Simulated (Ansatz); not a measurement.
A nudged elastic band was laid between two geometries of BClFH (4 atoms, charge 0, multiplicity 1).

These are results of RKS PBE0-D4/6-31G* in Ansatz, not measurements.

```json
{
  "movable images": "7",
  "climbing image": "yes",
  "spring": "5.0 eV/Å²",
  "optimiser": "quadratic models (default)",
  "start path": "through a guess of the saddle point",
  "force threshold": "0.05 eV/Å",
  "iteration limit": "60",
  "end points": "relaxed"
}
```

Image 0:

```xyz
4
Properties=species:S:1:pos:R:3
B 0.244 0.000 0.274
H -0.010 0.000 1.437
Cl 1.906 0.000 -0.269
F -0.717 0.000 -0.620
```

Image 8:

```xyz
4
Properties=species:S:1:pos:R:3
B -0.650 0.000 -0.127
H 1.332 0.000 0.545
Cl 2.580 0.000 0.955
F -1.838 0.000 -0.552
```

Q: Which bonds break or form, and what moves?

A: Bonds broken: B1–H2, B1–Cl3. Bonds formed: H2–Cl3. BClFH becomes BF + ClH.

Q: Give the energies along the band, and the barrier.

A: It converged. The highest image is number 3 of 0 to 8, 3.81 eV above the first end and 0.44 eV above the last; the last end lies 3.37 eV above the first. Neighbouring images differ by up to 2.1 eV, so the band resolves the path poorly. A vibrational analysis at the climbing image gives one clearly imaginary mode, 812i cm⁻¹: a first-order saddle point. The orbitals stay closed-shell, which can raise the energy where a bond breaks towards radicals; this wasn't checked here.

```
image  path coordinate (Å)  energy (eV)  B1–H2 (Å)  B1–Cl3 (Å)  H2–Cl3 (Å)
    0                 0.00         0.00       1.19        1.75        2.57
    1                 0.43         0.80       1.16        1.86        2.19
    2                 0.86         2.94       1.16        2.23        1.93
    3                 1.28         3.81       1.30        2.57        1.66
    4                 1.64         3.62       1.62        2.81        1.40
    5                 2.00         3.49       1.88        3.09        1.33
    6                 2.36         3.43       1.98        3.25        1.32
    7                 2.72         3.39       2.05        3.35        1.32
    8                 3.08         3.37       2.09        3.41        1.31
```

Q: What is the geometry of the highest image?

A: 
```xyz
4
Properties=species:S:1:pos:R:3
B -0.427 0.000 0.353
H 0.685 0.000 1.025
Cl 2.140 0.000 0.225
F -0.974 0.000 -0.781
```

Run time: 100 s on 1 thread of Arm Neoverse V1 (shared host), peak memory 0.096 GiB.
